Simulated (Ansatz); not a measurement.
## Worked example: correlation energy of [NH2···H···SiH3], doublet

Geometry: a point of a hydrogen-transfer path between rigid fragments, not a stationary point.

```yaml
atoms:
  - { symbol: N, position_ang: [-2.0694, -0.0118, -0.0184] }
  - { symbol: H, position_ang: [-2.3667, 0.9560, -0.0184] }
  - { symbol: H, position_ang: [-2.3667, -0.4141, 0.8618] }
  - { symbol: H, position_ang: [-1.0569, -0.0118, -0.0184] }
  - { symbol: Si, position_ang: [1.0756, -0.0118, -0.0184] }
  - { symbol: H, position_ang: [1.5256, -1.4281, -0.0184] }
  - { symbol: H, position_ang: [1.5256, 0.6963, -1.2449] }
  - { symbol: H, position_ang: [1.5256, 0.6963, 1.2081] }
```

Basis cc-pVDZ; Ansatz 0.2.0. Correlated methods freeze the noble-gas cores, which leaves 15 electrons in 56 orbitals. R marks a restricted (for open shells ROHF) determinant, U an unrestricted one.

Full CI isn't at hand for all of this; UCCSDT(Q) serves as the reference, and is uncertain by about the last step of the cluster series.

Runs differ by some tens of microhartree through their thresholds and, for an open shell, their frozen cores, so steps under 0.03 kcal/mol mean nothing.

| level | total energy (hartree) |
| --- | --- |
| UHF | -346.803385 |
| UMP2 | -347.090222 |
| UCCSD | -347.132614 |
| UCCSD(T) | -347.139340 |
| UCCSDT | -347.140275 |
| UCCSDT(Q) | -347.140708 |

Problem. What is the correlation energy at UCCSDT(Q), and what share of it do UMP2 and UCCSD(T) recover?

Solution. E(corr) = -347.140708 − (-346.803385) = -0.337323 hartree = -9.179 eV. UMP2: -0.286837 / -0.337323 = 85.03 %. UCCSD(T): -0.335955 / -0.337323 = 99.59 %.

Problem. By how many kcal/mol does UCCSD(T) miss UCCSDT(Q) (1 hartree = 627.509 kcal/mol), and which steps make up the rest?

Solution. -347.139340 − (-347.140708) = 0.001368 hartree = 0.86 kcal/mol. Steps: UCCSDT − UCCSD(T) = -0.59, UCCSDT(Q) − UCCSDT = -0.27 kcal/mol. Differences between like states or geometries often cancel part of this.
